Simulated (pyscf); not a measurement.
PySCF, gas phase, ωB97X-D3(BJ)/def2-SVP geometries.

**Question.** Estimate by transition-state theory the rate constant of HS–InH₂ (SMILES [SH][InH2]) + H₂ (SMILES [H][H]) → InH₃ (SMILES [InH3]) + H₂S (SMILES S) (singlet surface; In–S, H–H broken, H–In, H–S formed) at 1200 K, with ωB97M-D3(BJ)/def2-TZVP energies (ideal gas, 1 atm, RRHO with modes under 100 cm⁻¹ raised to 100, one conformer, R ln 2 for chiral ones without a mode under 150 cm⁻¹; no tunnelling).

**Answer.** The electronic barrier is 28.6 kcal/mol and the thermal terms add +34.6, so ΔG‡ = 63.2 kcal/mol. With k_BT/h = 2.50e+13 s⁻¹ and RT = 2.385 kcal/mol, and a volume of 1.64e-19 cm³ per molecule at 1 atm, k = 1.3e-17 cm³ molecule⁻¹ s⁻¹. Wigner's tunnelling factor for 1335i cm⁻¹ would be 1.11. A shift of 1 kcal/mol in the barrier changes k by a factor 1.5. On the product side the descent ends in an adduct with a In–S contact, 13.3 kcal/mol under the separated species and 19.0 kcal/mol under the saddle at ωB97X-D3(BJ)/def2-TZVP. What is counted as broken (In–S) persists as a longer contact in the product adduct; parting that adduct is a step of its own. This is the saddle that the search found; another between the same sides may lie lower. Elements past Kr carry the def2 core potentials, without spin-orbit coupling.
